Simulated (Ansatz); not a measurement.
# AlB− (quartet): from Hartree-Fock to the top rungs, aug-cc-pVTZ

The task here is to estimate one member of a computed series from the others.

Method: aug-cc-pVTZ, core rule «outside noble gas», up to 6 orbitals frozen; program: Ansatz 0.2.0, Gaussian basis.

The runs, in order: UHF; CCSD(T) on ROHF; CCSD(T) on UHF; BCCD(T) on ROHF; CCSDT(Q) on ROHF; CCSDT(Q) on UHF; CASSCF and MRCISD+Q, 7 electrons in 8 orbitals; CASSCF and NEVPT2, 7 electrons in 8 orbitals.

3 further runs of the same task are left out: 3 set aside as unsound or not needed.

### The system

The geometry is a PBE0/def2-TZVPD stationary point (not a proven minimum).

2 atoms, charge -1, spin multiplicity 4.

Atoms are counted from 1 here; the program's logs count them from 0.

Bond lengths: B1–Al2 2.064 Å.

The first run:

Input file in.yaml:

```yaml
crystal:
  periodic: [false, false, false]
  atoms:
    - {symbol: B, position_ang: [0.000000, 0.000000, 0.000000]}
    - {symbol: Al, position_ang: [0.000000, 0.000000, 2.064300]}
basis:
  gaussian: {orbitals: aug-cc-pVTZ}
total_charge: -1
magnetization: {spin_polarized: true, initial_magnetization: 3}
hamiltonian: {xc: hf}
output: {orbitals: {seedname: orbitals}}
```

Run with:

```sh
$ ansatz run in.yaml --threads 1 --pin off --events-out ev --progress --plain --max-ram 2816MiB --backend cpu
```

Steps of the session up to this table: UHF; CCSD(T) on ROHF; CCSD(T) on UHF; BCCD(T) on ROHF; CCSDT(Q) on ROHF; CCSDT(Q) on UHF; CASSCF and MRCISD+Q, 7 electrons in 8 orbitals; CASSCF and NEVPT2, 7 electrons in 8 orbitals.

One table of the session follows, with a row left open; its other results are not shown here.

| method | from UCCSDT(Q) (kJ/mol) |
| --- | --- |
| ROHF | +442.8 |
| UHF | +439.0 |
| RMP2 | +106.5 |
| UMP2 | +106.3 |
| RCCSD | +36.8 |
| UCCSD | +36.7 |
| RCCSD(T) | +8.3 |
| UCCSD(T) | +8.3 |
| BCCD(T) | ? |
| RCCSDT | +2.7 |
| UCCSDT | +2.7 |
| RCCSDT(Q) | +0.2 |
| UCCSDT(Q) | 0 |
| CASSCF valence | +307.1 |
| NEVPT2 valence | +73.7 |
| MRCISD valence | +28.6 |
| MRCISD+Q valence | +3.3 |

Q: Estimate the row for BCCD(T) from the others.

**Answer.** from UCCSDT(Q) (kJ/mol): +7.8. In the column «from UCCSDT(Q) (kJ/mol)» it lies between MRCISD+Q valence (+3.3) and RCCSD(T) (+8.3).

Caveats from the session: Restricted and unrestricted rows rest on different reference determinants; where their highest levels disagree by more than a few hundredths of an eV, they describe different states and don't form one ladder.
